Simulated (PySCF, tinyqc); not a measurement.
RHF in the sto-3g basis, for OH-, spin multiplicity 1, step by step. The basis has no diffuse functions, so it cannot describe the extra electron: this is an exercise in the method, not the real anion. The lowest restricted solution is unstable here: a spin-polarised one lies 0.0057 hartree lower (PySCF). One step of it, computed by the program tinyqc.

Question. Orthogonalisation. S = U s U^T; symmetric (Loewdin) form X = U s^(-1/2) U^T, so that X^T S X = 1.

overlap S, lower triangle:
```
           1O 1s     1O 2s    1O 2px    1O 2py    1O 2pz     2H 1s
1O 1s   1.000000
1O 2s   0.236704  1.000000
1O 2px  0.000000  0.000000  1.000000
1O 2py  0.000000  0.000000  0.000000  1.000000
1O 2pz  0.000000  0.000000  0.000000  0.000000  1.000000
2H 1s   0.012086  0.162704  0.000000  0.000000  0.165735  1.000000
```

Give: eigenvalues of S; X.

Answer.

eigenvalues of S: 0.700  0.866  1.000  1.000  1.122  1.312

X, lower triangle:
```
         1O 1s   1O 2s  1O 2px  1O 2py  1O 2pz  2H 1s
1O 1s    1.022
1O 2s   -0.124   1.033
1O 2px   0.000   0.000   1.000
1O 2py   0.000   0.000   0.000   1.000
1O 2pz  -0.001   0.011   0.000   0.000   1.011
2H 1s    0.009  -0.086   0.000   0.000  -0.086  1.021
```
